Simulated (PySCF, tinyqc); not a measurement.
CIS and TDHF on RHF in the sto-3g basis, frozen core, for CH+, spin multiplicity 1, step by step. The lowest restricted solution is unstable here: a spin-polarised one lies 0.0081 hartree lower (PySCF). One step of it, computed by the program tinyqc.

Task: TDHF (RPA) triplet states. B(ia,jb) = - (ib|ja); the squared energies are the eigenvalues of (A - B)(A + B); 1 hartree = 27.211386 eV.

CIS matrix A, triplet (hartree), order 2>4, 2>5, 2>6, 3>4, 3>5, 3>6:
$$\begin{pmatrix}
0.295977 & 0.000000 & 0.000000 & 0.050433 & 0.000000 & 0.000000 \\
0.000000 & 0.295977 & 0.000000 & 0.000000 & 0.050433 & 0.000000 \\
0.000000 & 0.000000 & 0.567997 & 0.000000 & 0.000000 & -0.082987 \\
0.050433 & 0.000000 & 0.000000 & 0.005643 & 0.000000 & 0.000000 \\
0.000000 & 0.050433 & 0.000000 & 0.000000 & 0.005643 & 0.000000 \\
0.000000 & 0.000000 & -0.082987 & 0.000000 & 0.000000 & 0.197132
\end{pmatrix}$$

Two-electron integrals over orbitals (pq|rs), unique and non-zero (hartree); the lowest 1 orbital is frozen and left out:
```
(22|22) 0.576915    (32|22) 0.001329    (32|32) 0.109668    (33|22) 0.516838
(33|32) -0.033658   (33|33) 0.548155    (42|42) 0.117610    (43|42) -0.031686
(43|43) 0.034879    (44|22) 0.586740    (44|32) -0.050433   (44|33) 0.520622
(44|44) 0.672833    (52|52) 0.117610    (53|52) -0.031686   (53|53) 0.034879
(54|54) 0.036269    (55|22) 0.586740    (55|32) -0.050433   (55|33) 0.520622
(55|44) 0.600295    (55|55) 0.672833    (62|22) -0.080688   (62|32) -0.018002
(62|33) -0.011971   (62|44) -0.083392   (62|55) -0.083392   (62|62) 0.071273
(63|22) -0.090935   (63|32) 0.076413    (63|33) -0.067668   (63|44) -0.126020
(63|55) -0.126020   (63|62) 0.059617    (63|63) 0.150544    (64|42) -0.028506
(64|43) -0.009245   (64|64) 0.019362    (65|52) -0.028506   (65|53) -0.009245
(65|65) 0.019362    (66|22) 0.471815    (66|32) 0.082987    (66|33) 0.486228
(66|44) 0.427848    (66|55) 0.427848    (66|62) 0.005241    (66|63) 0.076143
(66|66) 0.610656
```

Give: TDHF matrix B, triplet; squared energies w^2; TDHF energies from the positive w^2.

Result:

TDHF matrix B, triplet (hartree), order 2>4, 2>5, 2>6, 3>4, 3>5, 3>6:
$$\begin{pmatrix}
-0.1176 & 0.0000 & 0.0000 & 0.0317 & 0.0000 & 0.0000 \\
0.0000 & -0.1176 & 0.0000 & 0.0000 & 0.0317 & 0.0000 \\
0.0000 & 0.0000 & -0.0713 & 0.0000 & 0.0000 & -0.0596 \\
0.0317 & 0.0000 & 0.0000 & -0.0349 & 0.0000 & 0.0000 \\
0.0000 & 0.0317 & 0.0000 & 0.0000 & -0.0349 & 0.0000 \\
0.0000 & 0.0000 & -0.0596 & 0.0000 & 0.0000 & -0.1505
\end{pmatrix}$$

squared energies w^2 (hartree^2): [-0.0025, -0.0025, 0.0018, 0.0782, 0.0782, 0.3386]

TDHF energies from the positive w^2 (eV): [1.1664, 7.6082, 7.6082, 15.8333]

A + B or A - B has a negative eigenvalue: the restricted solution is unstable towards a spin-polarised one, a negative w^2 means an imaginary energy, and the lowest roots have no physical meaning.
